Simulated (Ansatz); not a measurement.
`C=C(O)CS` → `SC1COC1`  (isomerisation)

Calculated with Ansatz (gas phase, PBE0-D4/def2-TZVP geometries, no zero-point term in ΔE). CCSD(T)/CBS is the MP2 limit (def2-TZVPP, def2-QZVPP) plus CCSD(T) − MP2 in def2-TZVPP, frozen cores. One conformer a species, not always the lowest.

`C=C(O)CS`:

Z-matrix (Å, degrees):
```
C
S 1 1.818
C 1 1.487 2 113.4
H 1 1.092 2 109.0 3 123.2
H 1 1.089 2 105.6 3 -120.5
H 2 1.342 1 96.0 3 -61.1
O 3 1.357 1 111.0 2 67.4
C 3 1.330 1 124.4 2 -113.2
H 7 0.962 3 109.3 1 -177.6
H 8 1.080 3 120.4 1 0.9
H 8 1.084 3 121.9 1 -179.6
```

`SC1COC1`:

Z-matrix (Å, degrees):
```
C
C 1 1.532
S 1 1.798 2 114.5
C 1 1.533 2 84.1 3 -120.6
H 1 1.089 2 112.6 3 126.6
O 2 1.432 1 91.4 3 130.7
H 2 1.097 1 113.9 3 16.0
H 2 1.093 1 116.7 3 -113.1
H 3 1.342 1 97.3 2 173.9
H 4 1.095 1 113.5 2 104.7
H 4 1.094 1 116.8 2 -125.7
```

| species | CCSD(T)/CBS(def2) energy (Eh) |
| --- | --- |
| `C=C(O)CS` | -590.69239 |
| `SC1COC1` | -590.66330 |

Problem. Work out ΔE.

Solution. ΔE = (-590.66330) − (-590.69239) = 0.02909 Eh = +76.4 kJ/mol.

Largest T1 diagnostic among the species: 0.012.

In def2-TZVPP, CCSD(T) changes the Hartree–Fock value by −5.4 kJ/mol (the triples alone add +1.7 kJ/mol) and MP2 by −4.7 kJ/mol. From PBE to PBE0 (25 % exact exchange), in def2-TZVPP and without D4, ΔE moves by −5.8 kJ/mol.
